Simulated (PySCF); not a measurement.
Compound: C3H3N.
Atom-mapped SMILES: `[CH2:1]=[CH:2][C:3]#[N:4]` (hydrogens: H5, H6 on C1; H7 on C2)

Computed geometry: GFN2-xTB, gas phase.

Question: Give the optimised bond lengths and angles.

Answer: 
```json
{"bond": "C1=C2", "length (Å)": "1.328"}
{"bond": "C2–C3", "length (Å)": "1.411"}
{"bond": "C3≡N4", "length (Å)": "1.146"}
{"bond": "C1–H5", "length (Å)": "1.078"}
{"bond": "C1–H6", "length (Å)": "1.077"}
{"bond": "C2–H7", "length (Å)": "1.083"}
```

A selection of angles:
```json
{"angle": "C2–C1–H5", "degrees": "121.5"}
{"angle": "C2–C1–H6", "degrees": "121.5"}
{"angle": "H5–C1–H6", "degrees": "117.0"}
{"angle": "C1–C2–C3", "degrees": "122.5"}
{"angle": "C1–C2–H7", "degrees": "122.4"}
{"angle": "C3–C2–H7", "degrees": "115.2"}
{"angle": "C2–C3–N4", "degrees": "179.4"}
```

The C–C distances run from 1.328 Å (C1=C2, drawn double) to 1.411 Å (C2–C3, drawn single), a spread of 0.083 Å. The 4 heavy atoms lie in one plane (0.000 Å rms).

Point group: Cs (every atom within 0.08 Å of its image). No frequency check.
